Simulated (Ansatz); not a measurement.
System (SMILES): [O]O (O-OH), doublet.
Atoms: O1, O2, H3. Bonds: O1-O2, O2-H3.

Basis-set convergence of the optimised O2-H3 bond length at PBE0 with Ansatz (a quantum-chemistry and plane-wave program). Cartesian d functions, on some or all atoms, in 6-31G*, 6-31+G*; all else is spherical. The program fits the integrals of some runs and decomposes those of others, by size. Open shells are unrestricted. No added dispersion term, no relativity. Reference: the value in aug-pcseg-3, 0.9719 Å, itself unsure by roughly 0.0001 Å (its mean distance from aug-cc-pVQZ, def2-QZVPPD, pcseg-3). Deviations are taken from unrounded values.

```json
[
 {"basis": "6-31G*", "functions": "32", "optimised O2-H3 bond length (Å)": "0.9798"},
 {"basis": "6-31+G*", "functions": "40", "optimised O2-H3 bond length (Å)": "0.9797"},
 {"basis": "cc-pVDZ", "functions": "33", "optimised O2-H3 bond length (Å)": "0.9788"},
 {"basis": "aug-cc-pVDZ", "functions": "55", "optimised O2-H3 bond length (Å)": "0.9761"},
 {"basis": "def2-SVP", "functions": "33", "optimised O2-H3 bond length (Å)": "0.9775"},
 {"basis": "def2-SVPD", "functions": "54", "optimised O2-H3 bond length (Å)": "0.9759"},
 {"basis": "pcseg-1", "functions": "33", "optimised O2-H3 bond length (Å)": "0.9790"},
 {"basis": "aug-pcseg-1", "functions": "55", "optimised O2-H3 bond length (Å)": "0.9772"},
 {"basis": "6-311G**", "functions": "42", "optimised O2-H3 bond length (Å)": "0.9722"},
 {"basis": "6-311+G**", "functions": "50", "optimised O2-H3 bond length (Å)": "0.9738"},
 {"basis": "def2-TZVP", "functions": "68", "optimised O2-H3 bond length (Å)": "0.9749"},
 {"basis": "def2-TZVPD", "functions": "89", "optimised O2-H3 bond length (Å)": "0.9751"},
 {"basis": "cc-pVTZ", "functions": "74", "optimised O2-H3 bond length (Å)": "0.9722"},
 {"basis": "aug-cc-pVTZ", "functions": "115", "optimised O2-H3 bond length (Å)": "0.9731"},
 {"basis": "pcseg-2", "functions": "74", "optimised O2-H3 bond length (Å)": "0.9718"},
 {"basis": "aug-pcseg-2", "functions": "115", "optimised O2-H3 bond length (Å)": "0.9721"},
 {"basis": "def2-TZVPP", "functions": "76", "optimised O2-H3 bond length (Å)": "0.9722"},
 {"basis": "def2-TZVPPD", "functions": "97", "optimised O2-H3 bond length (Å)": "0.9724"},
 {"basis": "cc-pVQZ", "functions": "140", "optimised O2-H3 bond length (Å)": "0.9716"},
 {"basis": "aug-cc-pVQZ", "functions": "206", "optimised O2-H3 bond length (Å)": "0.9721"},
 {"basis": "def2-QZVPP", "functions": "144", "optimised O2-H3 bond length (Å)": "0.9716"},
 {"basis": "def2-QZVPPD", "functions": "165", "optimised O2-H3 bond length (Å)": "0.9720"},
 {"basis": "pcseg-3", "functions": "153", "optimised O2-H3 bond length (Å)": "0.9718"},
 {"basis": "aug-pcseg-3", "functions": "219", "optimised O2-H3 bond length (Å)": "0.9719"}
]
```

What the diffuse functions change, pair by pair:
- 6-31G* to 6-31+G*: 8 more functions, deviation 0.0079 to 0.0077 Å
- cc-pVDZ to aug-cc-pVDZ: 22 more functions, deviation 0.0069 to 0.0041 Å
- def2-SVP to def2-SVPD: 21 more functions, deviation 0.0056 to 0.0040 Å
- pcseg-1 to aug-pcseg-1: 22 more functions, deviation 0.0070 to 0.0053 Å
- 6-311G** to 6-311+G**: 8 more functions, deviation 0.0003 to 0.0018 Å
- def2-TZVP to def2-TZVPD: 21 more functions, deviation 0.0030 to 0.0032 Å
- cc-pVTZ to aug-cc-pVTZ: 41 more functions, deviation 0.0002 to 0.0012 Å
- pcseg-2 to aug-pcseg-2: 41 more functions, deviation -0.0001 to 0.0002 Å
- def2-TZVPP to def2-TZVPPD: 21 more functions, deviation 0.0003 to 0.0005 Å
- cc-pVQZ to aug-cc-pVQZ: 66 more functions, deviation -0.0003 to 0.0002 Å
- def2-QZVPP to def2-QZVPPD: 21 more functions, deviation -0.0004 to 0.0000 Å
- pcseg-3 to aug-pcseg-3: 66 more functions, deviation -0.0002 to 0.0000 Å

Leaving out the reference's own pair, they bring the value nearer the reference by more than 0.0001 Å in 6 of 11 pairs.
